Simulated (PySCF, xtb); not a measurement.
formaldehyde cation (CH2O), SMILES C=O (connectivity only; charge and spin as stated), charge +1, multiplicity 2.

Harmonic wavenumbers (cm⁻¹) from GFN2-xTB (xtb 6.7.1) at its own minimum, in rising order: 815, 969, 1158, 1990, 2367, 2532.

Question: What does B3LYP-D3(BJ)/def2-TZVPD (PySCF) give at its own minimum? (An estimate is asked for; the answer gives what the named calculation found.)

Answer: 842, 1068, 1246, 1708, 2756, 2838. Paired by order, the mean absolute difference is 198 cm⁻¹ and the zero-point energies are 14.1 and 15.0 kcal/mol.
